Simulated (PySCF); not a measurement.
**F2 with other numerical set-ups**

Which parts of the numerical set-up matter for F2? Each run edits the base script.

Method: each script names its method and basis; program: PySCF 2.14.0.

## (1) Where the work starts

F2: 2 atoms, charge 0, spin multiplicity 1.

Bond lengths: F1–F2 1.230 Å.

## (2) The run that the others are compared with

Input file input.py:

```python
from pyscf import gto, scf

mol = gto.M(
    atom='F 0 0 0; F 0 0 1.23',
    basis='crenbl',
    ecp={'F': 'crenbl'},
    charge=0,
    spin=0,
    verbose=4,
)
mf = scf.RHF(mol)
mf.kernel()
mf.mulliken_pop()
mf.dip_moment()
print('orbital energies (hartree):', mf.mo_energy[..., max(0, mol.nelec[1]-3):mol.nelec[0]+3].round(4))
```

The run is started by

```
$ python input.py
```

The log of this run is left out.

In short: E(SCF) = -47.574990 Eh, 7 cycles, μ = 0.00 D.

The bond length is a typed value, not an optimised one.

## (3) 6-31g* (core potential off)

Run 1 changes basis set: crenbl → 6-31g*; core potential: on → off. The core potential changes with it: totals don't compare.

Input file input.py:

```python
from pyscf import gto, scf

mol = gto.M(
    atom='F 0 0 0; F 0 0 1.23',
    basis='6-31g*',
    charge=0,
    spin=0,
    verbose=4,
)
mf = scf.RHF(mol)
mf.kernel()
mf.analyze()
print('orbital energies (hartree):', mf.mo_energy[..., max(0, mol.nelec[1]-3):mol.nelec[0]+3].round(4))
```

The run is started by

```
$ python input.py
```

## (4) 6-31g(3d) (core potential off)

Run 2 changes basis set: crenbl → 6-31g(3d); core potential: on → off. The core potential changes with it: totals don't compare.

Input file input.py:

```python
from pyscf import gto, scf

mol = gto.M(
    atom='F 0 0 0; F 0 0 1.23',
    basis='6-31g(3d)',
    charge=0,
    spin=0,
    verbose=4,
)
mf = scf.RHF(mol)
mf.kernel()
mf.analyze()
print('orbital energies (hartree):', mf.mo_energy[..., max(0, mol.nelec[1]-3):mol.nelec[0]+3].round(4))
```

## (5) X2c-svpall (core potential off, X2C on)

Run 3 changes basis set: crenbl → x2c-svpall; core potential: on → off; spin-free X2C: off → on. The core potential changes with it: totals don't compare.

Input file input.py:

```python
from pyscf import gto, scf

mol = gto.M(
    atom='F 0 0 0; F 0 0 1.23',
    basis='x2c-svpall',
    charge=0,
    spin=0,
    verbose=4,
)
mf = scf.RHF(mol)
mf = mf.sfx2c1e()
mf.kernel()
mf.analyze()
print('orbital energies (hartree):', mf.mo_energy[..., max(0, mol.nelec[1]-3):mol.nelec[0]+3].round(4))
```

## (6) Cartesian functions on

Run 4 changes Cartesian functions: off → on.

Edit input.py of step 2 so:

```diff
@@ -8,2 +8,3 @@
     spin=0,
+    cart=True,
     verbose=4,
```

## (7) Density fitting weigend

Run 5 changes density fitting: none → weigend.

Edit input.py of step 2 so:

```diff
@@ -11,2 +11,3 @@
 mf = scf.RHF(mol)
+mf = mf.density_fit(auxbasis='weigend')
 mf.kernel()
```

## (8) Core potential off

Run 6 changes core potential: on → off. The core potential changes with it: totals don't compare.

Input file input.py:

```python
from pyscf import gto, scf

mol = gto.M(
    atom='F 0 0 0; F 0 0 1.23',
    basis='crenbl',
    charge=0,
    spin=0,
    verbose=4,
)
mf = scf.RHF(mol)
mf.kernel()
mf.analyze()
print('orbital energies (hartree):', mf.mo_energy[..., max(0, mol.nelec[1]-3):mol.nelec[0]+3].round(4))
```

Q: Predict the outcome of this session. Wanted: for each run, E(SCF); from base; gap.

**Answer**, as computed:

| run | E(SCF) (hartree) | from base (eV) | cycles | gap (eV) | functions |
| --- | --- | --- | --- | --- | --- |
| base | -47.574990 | 0 | 7 | 24.11 | 32 |
| 6-31g* (core potential off) | -198.656421 | not comparable | 7 | 24.71 | 28 |
| 6-31g(3d) (core potential off) (poor choice) | -198.662881 | not comparable | 7 | 24.70 | 48 |
| x2c-svpall (core potential off, X2C on) | -198.670529 | not comparable | 7 | 24.82 | 28 |
| Cartesian functions on | -47.574990 | 0.0000 | 7 | 24.11 | 32 |
| density fitting weigend | -47.574471 | +0.0141 | 7 | 24.11 | 32 |
| core potential off (poor choice) | -164.713760 | not comparable | 8 | 27.77 | 32 |

**Reading.** With Cartesian functions on the SCF ends at the base energy. The basis has no d shells, so the Cartesian switch can't act. Rows marked «poor choice» come from settings spoiled on purpose.
